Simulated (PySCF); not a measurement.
**CH5MgN, a cluster of ions: interaction energy**

One table from this session's results is given with a row withheld; the runs are named, their logs left out.

Programs: PySCF 2.14.0. All values are calculated, for the isolated system unless a continuum is named. Atoms count from 0, parts from 1.

### Starting point

8 atoms, charge 0, multiplicity 1; geometry: GFN2-xTB. Parts: 1 = atoms 0–4, `[CH3][Mg+]`, charge 1; 2 = atoms 5–7, `[NH2-]`, charge -1.

Set-up of the first run:

What the job is given:

```
{"job": {"xc": "PBE0", "basis": "def2-SVPD", "d3": "d3bj", "grid": 2, "kind": "geom", "shake": 0.01}, "charge": 0, "multiplicity": 1, "parts": [{"atoms": "0-4", "charge": 1, "multiplicity": 1}, {"atoms": "5-7", "charge": -1, "multiplicity": 1}]}
C      0.027548    -0.111484    -0.240337
Mg     0.295613     0.991471     1.534517
H      0.659640    -0.944079    -0.248280
H     -0.983650    -0.452133    -0.257788
H      0.177255     0.485806    -1.158814
N     -0.063571     0.248168     3.235094
H     -0.229531    -0.758521     3.235727
H      0.478807     0.435769     4.081431
```

The run is started by

```
OMP_NUM_THREADS=1 python cluster_run.py task.json out
```

The driver reads the jobs from task.json and runs them one after another.

Among the steps run: Geometry optimisation at PBE0-D3(BJ)/def2-SVPD; Coupled-cluster interaction energy: CCSD(T) and MP2.

One table of the session follows, with a row left open; its other results are not shown here.

It belongs to the step «Coupled-cluster interaction energy: CCSD(T) and MP2». 

```
                 method  interaction energy (kcal/mol)
         HF/aug-cc-pVDZ                        -227.45
        MP2/aug-cc-pVDZ                        -217.98
       CCSD/aug-cc-pVDZ                              ?
    CCSD(T)/aug-cc-pVDZ                        -218.29
         HF/aug-cc-pVTZ                        -229.08
        MP2/aug-cc-pVTZ                        -220.86
    SCS-MP2/aug-cc-pVTZ                        -220.72
      MP2, extrapolated                        -221.39
CCSD(T), limit estimate                        -221.69
```

**Question.** Estimate the row for CCSD/aug-cc-pVDZ.

As computed: interaction energy (kcal/mol): -219.95. In the column «interaction energy (kcal/mol)» it lies between SCS-MP2/aug-cc-pVTZ (-220.72) and CCSD(T)/aug-cc-pVDZ (-218.29).

In this run the core of Mg (2s2p) is correlated, in a basis without core functions; only the other cores are frozen.

Limits of these values: The interaction energy leaves out the deformation of the parts, 1.94 kcal/mol (MP2); added to the CCSD(T) estimate it gives a binding of about -219.8 kcal/mol.
